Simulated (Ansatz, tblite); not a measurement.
# The cluster As₂P: rung by rung

An exercise on one series of results from a longer session: the logs are not shown, and one member is left open.

The runs use Ansatz 0.2.0, Gaussian basis; as each input shows.

Levels to be run: GFN1-xTB, GFN2-xTB, PBE-D4/def2-TZVP, r2SCAN-D4/def2-TZVP, r2SCANh-D4/def2-TZVP, ωB97X-V/def2-TZVP, PBE-QIDH/def2-TZVP, HSE06-D4/def2-TZVP, r2SCAN0-D4/def2-TZVP, PBE-D4/def2-SVP, PBE0-D4/def2-SVP, HF/STO-3G, PBE0-D4/def2-TZVPD, PBE-D4/def2-TZVPD, r2SCAN-D4/def2-TZVPD, CCSD(T)/def2-TZVPP, MP2/def2-TZVP, RPA/def2-TZVP.

### The structure

The doublet was relaxed beforehand with PBE0-D4/def2-TZVP. At that level it is the lowest of the isomers that a small search found.

3 atoms, charge 0, spin multiplicity 2.

Bond lengths: P1–As2 2.189 Å, P1–As3 2.192 Å, As2–As3 2.463 Å. Angles: As2–P1–As3 68.4°, P1–As2–As3 55.8°, P1–As3–As2 55.7°.

PBE0-D4/def2-TZVP was run before; its log isn't repeated, and its numbers join the tables.

Set-up of the first run:

Tight binding, by tblite at 300 K electronic temperature and without a spin-polarisation term:

```python
tblite.interface.Calculator('GFN1-xTB', numbers, positions, charge=0, uhf=1).singlepoint()
```

Tight binding, by tblite at 300 K electronic temperature and without a spin-polarisation term:

```python
tblite.interface.Calculator('GFN2-xTB', numbers, positions, charge=0, uhf=1).singlepoint()
```

start.molden holds the orbitals of an earlier run on this state, given as this run's starting guess.

Input file in.yaml:

```yaml
crystal:
  periodic: [false, false, false]
  atoms:
    - {symbol: P, position_ang: [0.816623, -0.709563, 0.537190]}
    - {symbol: As, position_ang: [-0.085289, 1.284250, 0.471687]}
    - {symbol: As, position_ang: [-0.731334, -0.574688, -1.008877]}
basis:
  gaussian: {orbitals: def2-TZVP, initial_orbitals: start.molden}
magnetization: {spin_polarized: true, initial_magnetization: 1}
hamiltonian: {xc: pbe, dispersion: d4}
scf: {omitted_lower_state_checks: [starts]}
output: {orbitals: {seedname: orbitals}}
```

Run with:

```
$ ansatz run in.yaml --threads 4 --pin off --events-out ev --progress --plain --max-ram 3916MiB
```

Among the steps run: PBE-D4/def2-TZVP; r2SCAN-D4/def2-TZVP; r2SCANh-D4/def2-TZVP; ωB97X-V/def2-TZVP; PBE-QIDH/def2-TZVP; HSE06-D4/def2-TZVP; r2SCAN0-D4/def2-TZVP; PBE-D4/def2-SVP; PBE0-D4/def2-SVP; HF/STO-3G; PBE0-D4/def2-TZVPD; PBE-D4/def2-TZVPD; r2SCAN-D4/def2-TZVPD; CCSD(T)/def2-TZVPP; MP2/def2-TZVP; RPA/def2-TZVP.

One table of the session follows, with a row left open; its other results are not shown here.

| level | HOMO (eV) | gap (eV) |
| --- | --- | --- |
| HF/STO-3G | -5.66 | 10.42 |
| PBE-D4/def2-SVP | -4.56 | 0.65 |
| PBE-D4/def2-TZVP | -4.60 | 0.65 |
| PBE-D4/def2-TZVPD | -4.65 | 0.65 |
| r2SCAN-D4/def2-TZVP | -4.98 | 1.06 |
| r2SCAN-D4/def2-TZVPD | -5.01 | 1.06 |
| r2SCANh-D4/def2-TZVP | ? | ? |
| PBE0-D4/def2-SVP | -5.61 | 2.42 |
| PBE0-D4/def2-TZVP | -5.61 | 2.41 |
| PBE0-D4/def2-TZVPD | -5.65 | 2.39 |
| r2SCAN0-D4/def2-TZVP | -5.91 | 2.80 |
| HSE06-D4/def2-TZVP | -5.23 | 1.65 |
| ωB97X-V/def2-TZVP | -7.57 | 6.39 |

Estimate the missing values for r2SCANh-D4/def2-TZVP.

Worked estimate for «HOMO (eV)». Against the share of exact exchange, r2SCAN-D4/def2-TZVP (0, -4.98), r2SCAN0-D4/def2-TZVP (0.25, -5.91) give a slope of -3.72 per unit share; at 0.1 the line stands at -5.35.

As computed: HOMO (eV): -5.35; gap (eV): 1.75. In «HOMO (eV)» the line misses by 0.00.

Caveats from the session: † marks a level with a doubtful state (flagged, unstable or spin-contaminated). Notes on CCSD(T)/def2-TZVPP: spin contamination.
